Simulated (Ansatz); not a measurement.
Harmonic frequencies (cm⁻¹) at PBE0-D4/def2-TZVP from Ansatz: 99, 148, 271, 398, 450, 595, 829, 848, 979, 1058, 1097, 1105, 1151, 1268, 1335, 1395, 1435, 1463, 1471, 1478, 1767, 3041, 3050, 3087, 3108, 3169, 3466.

Each molecule was computed in one conformer, which needn't be the lowest.

Problem. Which molecule is it?
A. `C=C(F)NC`
B. `C/C=N/CF`
C. `C/C=C(\N)F`
D. `CC(=N)CF`

Solution. D.
